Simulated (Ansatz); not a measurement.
System: hcp Zn. Method: HSE06 (Ansatz, an electronic-structure program, PAW).

Input file:

Ansatz 0.2 input:
```yaml
crystal:
  lattice:
    - [1.3323, -2.307611, 0.0]
    - [1.3323, 2.307611, 0.0]
    - [0.0, 0.0, 4.9455]
  atoms:
    - { symbol: Zn, position: [0.33333333, 0.66666667, 0.25] }
    - { symbol: Zn, position: [0.66666667, 0.33333333, 0.75] }
basis:
  ecutwfc: 460
  ecutrho_ratio: 4
  xc_grid: 2
kpoints:
  mp_grid: { grid: [12, 12, 6] }
hamiltonian:
  xc: hse06
  dispersion: none
  pseudopotentials: { kind: paw }
scf:
  occupations: { method: fermi_dirac, width: 0.05 }
  convergence: { dr2_threshold: 0.0000000002 }
output:
  forces: true
  stress: true
  eigenvalues: true
```

Output (set-up and result lines):

```
WARN output.stress: scf.exx.energy_threshold = 1e-6 eV is looser than the 2e-8 eV advised for a stress under a hybrid functional (1e-8 eV for each atom of the …
Crystal: 2 atoms, lattice volume = 30.409 Å³
Basis set: ecut = 460 eV, 677 PW (Γ), exchange–correlation on 40×40×72 points (8 copies of the dense FFT grid, shifted against one another)
Bands: 16, of which v1, the nominal top of the filled ones, is band 12 counted from 1 (11 counted from 0)
Symmetry: 24 space group operations
Space group: P63/mmc (ITA 194), of the structure as read, at distance tolerance 3.1e-5 Å
k-points: 76 of 864
SCF iter   1: F=—  HF=-6638.047955 eV  |F-HF|=—  |Δ(HF+E_count)|=         —  Δρ=3.10e-3  dr2=1.52e-3
SCF iter   2: F=—  HF=-6638.047543 eV  |F-HF|=—  |Δ(HF+E_count)|=   4.11e-4  Δρ=9.16e-4  dr2=1.01e-4
  ...
SCF 1 converged in 7 iterations: F = -6638.047452 eV  dr2 = 3.80e-11
Crystal: 2 atoms, lattice volume = 30.409 Å³
Initial density: handed on by an earlier stage of this run
Crystal: 2 atoms, lattice volume = 30.409 Å³
SCF iter   5: F=—  HF=-6637.880385 eV  |F-HF|=—  |Δ(HF+E_count)|=   1.37e-7  Δρ=1.12e-6  dr2=3.62e-10
SCF iter   6: F=-6637.880385 eV  HF=-6637.880385 eV  |F-HF|=2.91e-11  |Δ(HF+E_count)|=  9.36e-10  Δρ=9.31e-8  dr2=2.40e-11
SCF 3 converged in 6 iterations: F = -6637.880385 eV  dr2 = 2.40e-11
Free energy (F): -6637.880385 eV
Internal energy: -6637.876391 eV  (E = F + TS)
E sigma→0 (E₀):  -6637.878388 eV
Fermi energy:    11.074263 eV
--- Forces (eV/Å), atoms counted from 1 ---
  atom   1  Zn    -0.00000000     0.00000000     0.00000000
  atom   2  Zn     0.00000000    -0.00000000     0.00000000
--- Stress (GPa, compression-positive) ---
       -2.167562      -0.000000       0.000000
        0.000000      -2.167562       0.000000
        0.000000       0.000000       4.293747
  P = ⅓ Tr σ = -0.0138 GPa (-0.138 kbar)
```

The PAW data were made under PBE.

Note: the run warned that the count of filled bands differs between k points. Note: cell and atoms aren't relaxed at this level.

It cost very roughly 4 core-minutes of CPU time.
